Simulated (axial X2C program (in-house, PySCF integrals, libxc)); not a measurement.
# A two-component session on AlH: properties at the nuclei

Wanted for AlH: properties at the nuclei, at the two-component level.

The runs use an in-house X2C program for linear molecules on PySCF integrals; two-component X2C with atomic mean-field terms, Al dyall-v3z, H dyall-v3z.

All values are calculated.

## Step 1: The job

task.json reads:

```json
{"zs": [13, 1], "q": 0, "bas": ["dyall-v3z", "dyall-v3z"], "r0": 1.58, "levels": ["PBE0", "HF", "BHandHLYP", "PBE50", "TPSSh"], "nst": 3}
```

Keys: zs atomic numbers; q charge; bas basis sets; r0 starting distance in Å; levels methods (HF also brings MP2); nst determinants followed.

The run is started by

```
$ python soeom.py task.json out
```

Nuclei are Gaussian, cores are contracted, and the Gaunt term is on.

## Step 2: Expectation values, lowest determinant

R = 1.669 Å. State: Ω = 0 (closed shell).

Output of the PBE0 run:

```text
two-component X2C + atomic mean field  PBE0
basis functions 66  fitting functions 403  grid points 4353
iter        total energy     max residual
   1       -243.279181975     3.52e-06
   2       -243.279181976     1.54e-06
converged
one-electron -346.19565764  Coulomb 117.70354227  exact exchange -4.61689122  xc functional -14.26392620  nuclear repulsion 4.12181171  atomic mean-field constant -0.02806090
```

The highest occupied spinor is 46% Al p, 31% Al s, 18% H s.

```
    level  qzz Al (a.u.)  qzz H (a.u.)  μ (D)
     PBE0          -1.51          0.08  -0.13
       HF          -1.48          0.08   0.00
BHandHLYP          -1.52          0.07  -0.22
    PBE50          -1.50          0.08  -0.07
    TPSSh          -1.51          0.08  -0.08
```

Eeff is the effective electric field on the electron dipole moment in this Ω state and Ws the scalar–pseudoscalar constant (defined with the proton number Z and per Ω); A∥ is the parallel hyperfine constant, which follows by multiplying with the nuclear g factor gI = μI/(I μN); qzz is the electric field gradient, eQq0 = 234.96 MHz × Q/barn × qzz; μ is positive if H is the positive end. The operators were transformed with the bare-nucleus X2C matrices.

## Step 3: Expectation values, a higher determinant

R = 1.669 Å. State: Ω = 2 (excess of +ω over −ω: ω = 1/2, ω = 3/2), 1.73 eV above the lowest in the PBE0 search for states (made at or near this distance, with looser thresholds).

Output of the PBE0 run:

```text
two-component X2C + atomic mean field  PBE0
basis functions 66  fitting functions 403  grid points 4353
iter        total energy     max residual
   1       -243.215434240     1.04e-05
   2       -243.215434241     9.27e-06
converged
one-electron -345.86134562  Coulomb 117.41315468  exact exchange -4.61573402  xc functional -14.24526009  nuclear repulsion 4.12181171  atomic mean-field constant -0.02806090
```

The highest occupied spinor is 97% Al p, 2% H p.

```
    level  Eeff magnitude (GV/cm)  Ws magnitude Al (kHz)  A∥/gI Al (MHz)  qzz Al (a.u.)  A∥/gI H (MHz)  qzz H (a.u.)  μ (D)
     PBE0                   0.159                 0.0301             277          -0.34           22.1          0.08  -0.60
       HF                   0.177                 0.0335             326          -0.49           18.6          0.08  -0.80
BHandHLYP                   0.172                 0.0326             293          -0.33           26.2          0.08  -0.67
    PBE50                   0.165                 0.0312             287          -0.37           21.4          0.08  -0.67
    TPSSh                   0.155                 0.0294             280          -0.33           23.4          0.08  -0.62
```

## Step 4: Expectation values, a higher determinant

R = 1.669 Å. State: Ω = 1 (excess of +ω over −ω: 2 × ω = 1/2), 2.19 eV above the lowest in the PBE0 search for states (made at or near this distance, with looser thresholds).

Output of the PBE0 run:

```text
two-component X2C + atomic mean field  PBE0
basis functions 66  fitting functions 403  grid points 4353
iter        total energy     max residual
   1       -243.198528179     6.22e-06
   2       -243.198528179     4.65e-06
converged
one-electron -345.83165980  Coulomb 117.37608830  exact exchange -4.60710164  xc functional -14.22960586  nuclear repulsion 4.12181171  atomic mean-field constant -0.02806090
```

The highest occupied spinor is 97% Al p, 3% H p.

```
    level  Eeff magnitude (GV/cm)  Ws magnitude Al (kHz)  A∥/gI Al (MHz)  qzz Al (a.u.)  A∥/gI H (MHz)  qzz H (a.u.)  μ (D)
     PBE0                   0.166                  0.063             510          -0.32           64.4          0.08  -0.39
       HF                   0.197                 0.0743             414          -0.41           80.7          0.08  -0.37
BHandHLYP                   0.178                 0.0675             518          -0.32             71          0.08  -0.44
    PBE50                   0.174                 0.0657             490          -0.34           66.4          0.08  -0.41
    TPSSh                   0.163                 0.0617             490          -0.32           64.6          0.08  -0.33
```

## Step 5: Summary of results

```
                                        quantity                                           value
                              lowest determinant                            Ω = 0 (closed shell)
                             qzz Al (a.u.), PBE0                                           -1.51
                              qzz H (a.u.), PBE0                                            0.08
                                     μ (D), PBE0                                           -0.13
                              higher determinant  Ω = 2 (excess of +ω over −ω: ω = 1/2, ω = 3/2)
Eeff magnitude (GV/cm), PBE0, higher determinant                                           0.159
 Ws magnitude Al (kHz), PBE0, higher determinant                                          0.0301
        A∥/gI Al (MHz), PBE0, higher determinant                                             277
         qzz Al (a.u.), PBE0, higher determinant                                           -0.34
                              higher determinant       Ω = 1 (excess of +ω over −ω: 2 × ω = 1/2)
Eeff magnitude (GV/cm), PBE0, higher determinant                                           0.166
 Ws magnitude Al (kHz), PBE0, higher determinant                                           0.063
        A∥/gI Al (MHz), PBE0, higher determinant                                             510
         qzz Al (a.u.), PBE0, higher determinant                                           -0.32
```

What this shows: The expectation values come from single determinants, which for open shells can mix terms of unlike spin or miss the lowest Ω, so a determinant need not be a state. Eeff is the effective electric field on the electron dipole moment in this Ω state and Ws the scalar–pseudoscalar constant (defined with the proton number Z and per Ω); A∥ is the parallel hyperfine constant, which follows by multiplying with the nuclear g factor gI = μI/(I μN); qzz is the electric field gradient, eQq0 = 234.96 MHz × Q/barn × qzz; μ is positive if H is the positive end. The operators were transformed with the bare-nucleus X2C matrices.
